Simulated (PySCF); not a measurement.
Geometry:
```tsv
atom	x (Å)	y (Å)	z (Å)
Si1	-0.937	-1.132	0.611
H2	-1.070	-0.669	2.026
H3	-0.665	-2.596	0.592
H4	-2.215	-0.853	-0.111
O5	0.324	-0.355	-0.129
Si6	0.986	1.077	-0.631
H7	2.359	0.808	-1.145
H8	0.157	1.678	-1.719
H9	1.062	2.043	0.507
```

Geometry: PBE0-D3(BJ)/def2-SVP; GIAO absolute shieldings from PySCF 2.14, gas phase, non-relativistic, averaged over equivalent atoms.

At wB97X-D/pcSseg-1 (95 basis functions, 5.4 s wall time on 1 thread of an x86-64 server CPU, shared host):
```tsv
atoms	σ (ppm)
Si1/Si6	389.3
H2/H3/H4/H7/H8/H9	26.47
O5	342.2
```

Question: Estimate the result of repeating the calculation with PBE0/pcSseg-1.

Answer: 
```csv
atoms,σ at PBE0/pcSseg-1,change
Si1/Si6,388.3,-1.0
H2/H3/H4/H7/H8/H9,26.26,-0.21
O5,341.3,-0.9
```

The largest change is at Si1/Si6 (silicon bonded to O, 3 H). Cost: 95 basis functions, 5.8 s wall time on 1 thread of an x86-64 server CPU, shared host.
